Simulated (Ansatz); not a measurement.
Eight cases of ionisation energy with Al to Br (electronic energies, eV), geometries: B3LYP-D3(BJ)/def2-TZVP. Functionals by Ansatz (an electronic-structure program) in def2-TZVPD; columns hold the difference against the high level (Ansatz, AFQMC by cisd_afqmc): A = CCSD(T)/CBS(aug-cc-pVTZ,aug-cc-pVQZ) + [CCSDT(Q) - CCSD(T)]/aug-cc-pVQZ + [CCSDTQ - CCSDT(Q)]/aug-cc-pVTZ; B = CCSD(T)/CBS(cc-pV(Q+d)Z,cc-pV(5+d)Z) + [CCSDT(Q) - CCSD(T)]/cc-pV(Q+d)Z + [CCSDTQ - CCSDT(Q)]/cc-pV(D+d)Z + core + X2C; C = CCSD(T)/CBS(cc-pV(Q+d)Z,cc-pV(5+d)Z) + [CCSDT(Q) - CCSD(T)]/cc-pV(Q+d)Z + [FCI - CCSDT(Q)]/cc-pV(D+d)Z + core + X2C; D = CCSD(T)/CBS(cc-pV(Q+d)Z,cc-pV(5+d)Z) + [CCSDT(Q) - CCSD(T)]/cc-pV(T+d)Z + [CCSDTQ - CCSDT(Q)]/cc-pV(D+d)Z + core + X2C; E = CCSD(T)/CBS(cc-pV(Q+d)Z,cc-pV(5+d)Z) + [CCSDT(Q) - CCSD(T)]/cc-pV(T+d)Z + core + X2C; F = CCSD(T)/CBS(cc-pV(T+d)Z,cc-pV(Q+d)Z) + [CCSDT(Q) - CCSD(T)]/cc-pV(D+d)Z + core + X2C; G = CCSD(T)/CBS(cc-pVQZ,cc-pV5Z) + [CCSDT(Q) - CCSD(T)]/cc-pVQZ + [CCSDTQ - CCSDT(Q)]/cc-pVDZ. The cases were drawn at random from those of this class that have a high level and all functionals, leaving out states under which another spin lies or may lie. Left out are anions, K, Ca, elements past Kr, ionisation of Li, Na and Mg, pi-pi* triplets of linear molecules and other triplets made from a closed-shell parent. Runs that doubt their state, and full CI more than 15 mEh from coupled cluster, are set aside; a case stays where another high level and all functionals remain. AFQMC serves as high level only in triple zeta or larger, with a steady walk, a bar under 0.8 kcal/mol and agreement with other high levels or trials where they ran; where none ran, an unstable determinant or (outside 3d species) a high T1 diagnostic also bars it, so strongly correlated cases are thinned. No case was kept or dropped by the size of a functional's miss. Each difference is the functional minus the high level; affinities count positive where energy is released, gaps as the second state minus the first. Open shells are spin-unrestricted; no spin-orbit coupling. Cores are frozen in correlated methods (noble-gas shells, and filled d and f shells in the p block). Rows without X2C or -DK are non-relativistic. CBS(X,Y): correlation extrapolated as X^-3, Hartree-Fock from the larger set (Q,5: extrapolated as (X+1)exp(-9√X)). A bracket is a step between two methods taken in the basis named. Functionals run without relativity, which enters their misses. Double hybrids freeze cores in their MP2 part. '+ core + X2C': CCSD(T) terms for core correlation (cc-pwCVTZ, 1s frozen past Ne) and scalar relativity (cc-pVTZ-DK). Full CI freezes restricted core orbitals, also for open shells; the composite that ends in it estimates full CI at the basis-set limit. The restricted determinant of O2S (O=S=O, singlet) is unstable towards broken spin symmetry in at least one set run. The restricted determinant of NP (N#P, singlet) is unstable towards broken spin symmetry in at least one set run. The UHF reference of H3Al+ (parent SMILES [AlH3], doublet) is spin-contaminated (<S^2> up to 0.04 over the pure value in the sets run). The UHF reference of O2S+ (parent SMILES O=S=O, doublet) is spin-contaminated (<S^2> up to 0.05 over the pure value in the sets run). The UHF reference of H2S2+ (parent SMILES SS, doublet) is spin-contaminated (<S^2> up to 0.03 over the pure value in the sets run). The UHF reference of NP+ (parent SMILES N#P, doublet) is spin-contaminated (<S^2> up to 0.65 over the pure value in the sets run). The determinant of O2S+ (parent SMILES O=S=O, doublet) is a saddle point of the SCF energy; a lower one exists, which strains HF and MP2. The spin of H3Al+ (parent SMILES [AlH3], doublet) was assumed, and the state is the lowest solution found for it. The spin of H3As+ (parent SMILES [AsH3], doublet) was assumed, and the state is the lowest solution found for it. The spin of H2S2+ (parent SMILES SS, doublet) was assumed, and the state is the lowest solution found for it. The spin of NP+ (parent SMILES N#P, doublet) was assumed, and the state is the lowest solution found for it.

```csv
case,level,value,PBE,B3LYP,B2PLYP
"AlH3 (SMILES [AlH3]) → AlH3+ (parent SMILES [AlH3], doublet)",C,10.58,-0.37,-0.12,-0.18
"Si2H6 (silylsilane, SMILES [SiH3][SiH3]) → Si2H6+ (parent SMILES [SiH3][SiH3], doublet)",F,9.74,-0.24,-0.17,-0.22
As (quartet) to As+ (triplet),A,9.98,-0.08,-0.12,-0.18
"AsH3 (arsane, SMILES [AsH3]) → AsH3+ (parent SMILES [AsH3], doublet)",G,9.69,0.00,0.10,-0.07
"ClF (SMILES FCl) → ClF+ (parent SMILES FCl, doublet)",D,12.69,-0.34,-0.09,-0.18
"SO2 (SMILES S(=O)=O) → SO2+ (parent SMILES O=S=O, doublet)",E,12.36,-0.41,-0.06,-0.19
"H2S2 (SMILES SS) → H2S2+ (parent SMILES SS, doublet)",E,9.06,-0.29,-0.14,-0.19
"PN (azanylidynephosphane, SMILES N#P) → PN+ (parent SMILES N#P, doublet)",B,11.89,-0.14,-0.04,0.07
```

Over these rows, PBE: mean -0.23, mean absolute 0.23, median absolute 0.27, largest -0.41; B3LYP: mean -0.08, mean absolute 0.10, median absolute 0.11, largest -0.17; B2PLYP: mean -0.14, mean absolute 0.16, median absolute 0.18, largest -0.22 eV. PBE lies above in 0 and below in 7 of the eight.
